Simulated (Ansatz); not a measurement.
`CC(F)F` → `C[C](F)F`• + H• at 298.15 K and 1 bar (homolysis of the C–H bond).

Calculated with Ansatz (gas phase, PBE0-D4/def2-TZVP geometries, no zero-point term in ΔE). CBS: MP2 limit from def2 TZ/QZ plus the TZ coupled-cluster correction, frozen cores. This one scheme is used for every species, atoms too. No spin–orbit coupling; open shells (•) take unrestricted orbitals.

```json
{"species": "`CC(F)F`", "CCSD(T)/CBS energy (Eh)": "-278.09861", "H − E (kJ/mol)": "172.9", "S (J/(mol·K))": "281.1"}
{"species": "`C[C](F)F`•", "CCSD(T)/CBS energy (Eh)": "-277.42516", "H − E (kJ/mol)": "138.0", "S (J/(mol·K))": "288.0"}
{"species": "H•", "CCSD(T)/CBS energy (Eh)": "-0.50000", "H − E (kJ/mol)": "6.2", "S (J/(mol·K))": "114.7"}
```

H − E and S are ideal-gas, rigid-rotor, harmonic terms from PBE0-D4/def2-TZVP, with the whole ground term of open shells counted as degenerate. 1 Eh = 2625.50 kJ/mol, R = 8.31446 J/(mol·K).

**Question.** By hand: ΔE, ΔH, ΔS and ΔG.

**Answer.** ΔE = (-277.42516) + (-0.50000) − (-278.09861) = 0.17345 Eh = 455.4 kJ/mol. Δ(H − E) = 138.0 + 6.2 − 172.9 = -28.7, so ΔH = 426.7 kJ/mol. ΔS = 288.0 + 114.7 − 281.1 = 121.6 J/(mol·K). ΔG = 426.7 − 298.15 × (121.6)/1000 = 390.4 kJ/mol.

**Question.** By hand: the equilibrium constant, and the temperature at which ΔG would vanish if ΔH and ΔS stayed fixed.

**Answer.** log₁₀ K = −ΔG/(RT ln 10) = -68.4. ΔG = 0 at ΔH/ΔS = 3509 K, far beyond where these terms or the molecules hold.

The number of gas molecules changes by +1, which sets the sign of ΔS. A doubt of 5 kJ/mol in ΔE shifts log₁₀ K by 0.9 here. These are equilibria of isolated gas molecules and say nothing of rates. Largest T1 diagnostic: 0.014 (customary marks: 0.02 for closed shells, 0.045 for open ones).
